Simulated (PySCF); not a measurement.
CH₂ + CF₂ → 2 CHF

Level: PBE0 in the def2-TZVP basis family, all electrons, no relativity, computed in PySCF with density fitting; open shells unrestricted.

```csv
species,state and structure,ZPE (kJ/mol),H(298 K) − H(0) (kJ/mol),S° (J/(mol K))
CH₂,"triplet, C2v, C–H 1.079 Å (×2); H–C–H 134.8°",45.5,10.0,195.3
CF₂,"singlet, C2v, C–F 1.296 Å (×2); F–C–F 104.8°",18.6,10.3,240.6
CHF,"singlet, Cs, C–F 1.301 Å, C–H 1.126 Å; F–C–H 102.3°",32.7,10.0,223.1
```

(1) Is the gas-phase reaction uphill or downhill in electronic energy at this level, and by how much?

(2) Add zero-point, thermal and entropy terms for 298.15 K and 1 bar.

Results:

(1) At PBE0/def2-TZVP, ΔE = 128.3 kJ/mol, uphill. The bond energies do not simply add up: the mixed species is disfavoured.

(2) ΔZPE = 1.3 and Δ[H(298) − H(0)] = -0.3 kJ/mol give ΔH° = 129.3 kJ/mol. ΔS° = 10.3 J/(mol K), so ΔG° = 129.3 − 298.15 × (0.0103) = 126 kJ/mol and log₁₀K = -22.1.

Only the bonding shown was studied: isomers, or loss of a ligand pair, can lie lower.
